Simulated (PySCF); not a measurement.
# Static response to an electric field

C2H6S.
Numbering: `[CH3:1][CH2:2][SH:3]` (hydrogens: H4, H5, H6 on C1; H7, H8 on C2; H9 on S3)

Cartesian coordinates in Å at the GFN2-xTB level; atoms count from 1:
```
atom  x, y, z in Å
C1    -0.793    0.531    0.101
C2     0.098   -0.678   -0.109
S3     1.716   -0.500    0.726
H4    -1.764    0.359   -0.359
H5    -0.349    1.419   -0.346
H6    -0.939    0.715    1.163
H7    -0.341   -1.572    0.332
H8     0.288   -0.860   -1.167
H9     2.097    0.589    0.062
```

Level: PBE0/def2-SVPD (PySCF), static field, nuclei fixed, core orbitals frozen in the response. The polarisability tensor in these axes (au):

```
x   55.34 -2.09  3.42
y   -2.09 45.15  0.54
z    3.42  0.54 44.08
```

**Question.** What are the eigenvalues, a third of the trace, and Δα (Δα² = ½Σ(αi − αj)² over the three pairs)?

**Answer.** Principal values 42.61, 45.35 and 56.60 au; mean 48.19 au = 7.14 Å³ = 7.95 × 10⁻⁴⁰ C²·m²/J; Δα = 12.84 au (27 % of the mean).

**Question.** What is the dipole moment, and where does it point?

**Answer.** (-1.33, 0.52, -1.07) D, 1.78 D in size, pointing from the negative to the positive side. Measured along this direction, the outermost atoms are S3 at the negative end and H4 at the positive end.

**Question.** What would n − 1 = 2πNα be for an ideal gas of these molecules at 298.15 K and 1 atm, electronic part alone?

**Answer.** N = p/kT = 2.4615 × 10¹⁹ cm⁻³, so n − 1 = 2π × N × 7.14 × 10⁻²⁴ cm³ = 1104 × 10⁻⁶ at long wavelengths, for an ideal gas.

**Question.** Directions of the eigenvectors, and the extent of the frame along each?

**Answer.** Largest value along (0.95, -0.16, 0.25), where the nuclei span 3.75 Å; middle along (0.03, 0.89, 0.46), 2.43 Å; least along (-0.30, -0.43, 0.85), 1.88 Å. The response follows the extents in order.

**Question.** Molar refractivity from α?

**Answer.** Lorentz–Lorenz: R = (4π/3)N_A α = 2.5225 cm³/(mol·Å³) × 7.14 Å³ = 18.0 cm³/mol, in the limit of long wavelengths.

**Question.** Form Σ f/ω² (atomic units) for the 8 lowest TDDFT singlets, given as eV and f, and set it beside the mean polarisability, which is this sum over all singlets: 5.49, 0.0081; 6.20, 0.0364; 6.98, 0.0285; 7.19, 0.0161; 7.34, 0.0121; 8.11, 0.0136; 8.28, 0.0297; 8.35, 0.0565.

**Answer.** They add up to 2.80 au, 5.8 % of the 48.19 au; the largest single term is 0.70 au, from the state at 6.20 eV. Terms in order: 0.20, 0.70, 0.43, 0.23, 0.17, 0.15, 0.32, 0.60 au. Higher excitations give the rest. The strengths listed sum to 0.201.

**Question.** Orientational against electronic polarisability at 500 K (dilute gas, rigid molecules)?

**Answer.** In Gaussian units μ²/3kT = 15.35 Å³ against 7.14 Å³, a ratio of 2.15; the Debye molar polarisation (4π/3)N_A(α + μ²/3kT) is 56.7 cm³/mol, leaving out the vibrational part.

Geometry: GFN2-xTB, one conformer, isolated molecule.

These values come from a run that also computed excited states. On an Arm Neoverse V2 with one thread, no GPU, on a shared host, this took 5.4 s of wall time.
